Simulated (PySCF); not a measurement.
Li₃: fields on a plane

All numbers come from UPBE in PySCF with Li def2-SVP; no relativity; density-fitted integrals.

The doublet minimum has Li–Li 2.831 Å (×2), Li–Li 3.321 Å; Li–Li–Li 54.1° (×2), Li–Li–Li 71.8°.

The plane holds Li1 at (0.00, 0.00), Li2 at (2.83, 0.00), Li3 at (0.88, 2.69) Å. Columns run from x = -1.95 to 5.25 Å, rows from y = 4.95 (top) to -1.95 Å, in steps of 0.3 Å. Other isomers or separated fragments may lie lower.

Q: Give the spin density (e/Å³) (cut at ±0.5 e/Å³). Lower edges of the bins (e/Å³): '0' -0.015, '1' -0.002, '2' 0.012, '3' 0.025, '4' 0.038, '5' 0.051, '6' 0.064, '7' 0.077, '8' 0.091, '9' 0.104; top 0.12.

A: 
```
1111111111111111111111111
1111111111111111111111111
1111111111111111111111111
1111112221111111111111111
1111122222111111111111111
1111222222111111111111111
1112223221111000001111111
1112223212310000000111111
1112233214500000000111111
1112233221000000000011111
1122233221000000000011111
1122222221000000000011111
1122222211000000000011111
1112222211000000000011111
1112222110000000000111111
1112222110000000101111111
1111112211111111911111111
1111111211222211611111111
1111111222222222112211111
1111111222223333222221111
1111111222222333322221111
1111111122222222222211111
1111111112222222222111111
1111111111111222211111111
```

Q: Give the electron localisation function (set to 0 where the density is under 0.005 e/Å³). Lower edges of the bins: '_' 0.000, '.' 0.100, ':' 0.200, '-' 0.300, '=' 0.400, '+' 0.500, '*' 0.600, '#' 0.700, '%' 0.800, '@' 0.900; top 1.00, each point printed twice.

A: 
```
__________________________________________________
__________%%@@@@@@@@@@%%__________________________
________@@@@@@@@@@@@@@@@##________________________
______@@@@@@@@@@@@##****##++______________________
____@@@@@@@@@@##..______..--==____________________
____@@@@@@@@%%..____________====__________________
__@@@@@@@@@@--__::@@@@--____++**++________________
__@@@@@@@@@@..__@@@@@@@@____**%%%%**______________
%%@@@@@@@@@@..__@@@@@@%%____%%@@@@%%**____________
%%@@@@@@@@@@++__..%%%%____==@@@@@@@@%%++__________
@@@@@@@@@@@@@@::________::@@@@@@@@@@%%**__________
@@@@@@@@@@@@@@@@**--==##@@@@@@@@@@@@@@##==________
@@@@@@@@@@@@@@@@@@@@@@@@@@@@@@@@@@%%%%**==________
@@@@@@@@@@++----##@@@@@@@@@@%%::____..--==--______
@@@@@@##..________==@@@@@@%%____________::++______
%%@@%%____..%%##____##@@@@::__++@@##______****____
__##--____@@@@@@##__==@@%%__..@@@@@@==____##%%____
__________@@@@@@%%__--@@%%__..@@@@@@--__..%%@@____
__________##@@@@..__**@@@@..__++@@##____==@@@@____
__________________::@@@@@@**__________::@@@@@@____
________________::@@@@@@@@@@##::..::++@@@@@@@@____
__________--++%%@@@@@@@@@@@@@@@@@@@@@@@@@@@@@@____
__________##@@@@@@@@@@@@@@@@@@@@@@@@@@@@@@@@______
____________%%@@@@@@@@@@@@@@@@@@@@@@@@@@@@________
```
